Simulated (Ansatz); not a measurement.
Two isomers of C4H7NO: A = `CC1=NCCO1`, B = `COCCC#N`.

Gas-phase electronic energies from Ansatz, PBE0-D4/def2-TZVP geometries. CBS: MP2 limit from def2 TZ/QZ plus the TZ coupled-cluster correction, frozen cores. DFT in def2-TZVPP. B3LYP here is the variant with VWN-RPA as its local correlation; programs differ in this. Each species was taken in one conformer, which may not be the lowest.

A:

```xyz
13

C    -0.2578    1.8704    1.0107
C    -0.0070    0.5551    0.3797
N     0.8381   -0.3093    0.7504
C     0.7254   -1.4309   -0.1734
C    -0.3889   -1.0218   -1.1527
O    -0.7784    0.2839   -0.7027
H     0.3978    1.9946    1.8690
H    -1.3005    1.9422    1.3274
H    -0.0790    2.6717    0.2902
H     1.6831   -1.5973   -0.6739
H     0.4852   -2.3445    0.3768
H    -1.2646   -1.6727   -1.1133
H    -0.0536   -0.9414   -2.1883
```

B:

```xyz
13

C     0.365   -1.710   -0.450
O    -0.007   -0.539   -1.128
C    -0.845    0.306   -0.401
C    -0.157    1.012    0.772
C     0.978    1.818    0.355
N     1.872    2.458    0.023
H     1.040   -1.510    0.391
H    -0.515   -2.251   -0.076
H     0.891   -2.340   -1.167
H    -1.214    1.053   -1.106
H    -1.709   -0.247   -0.001
H     0.184    0.289    1.518
H    -0.883    1.661    1.271
```

Task: Which isomer does CCSD(T)/CBS put lower? Give the gap. (Estimate.)

Result: Computed: A, by 14.7 kcal/mol.

Task: Give E(B) − E(A) in kcal/mol with HF/def2-TZVPP, CCSD/def2-TZVPP, MP2/def2-TZVPP, B2PLYP, ωB97M-V, B3LYP-D4, PBE0-D4. (Estimate.)

Result: Computed: HF/def2-TZVPP 10.5, CCSD/def2-TZVPP 12.8, MP2/def2-TZVPP 12.9, B2PLYP 13.2, ωB97M-V 16.2, B3LYP-D4 14.9, PBE0-D4 21.2. None reverses the order clearly.

Largest T1 diagnostic: 0.013.

From PBE to PBE0 (25 % exact exchange), in def2-TZVPP and without D4, E(B) − E(A) moves by +1.3 kcal/mol. In def2-TZVPP, CCSD(T) changes the Hartree–Fock value by +3.1 kcal/mol (the triples alone add +0.7 kcal/mol) and MP2 by +2.4 kcal/mol.
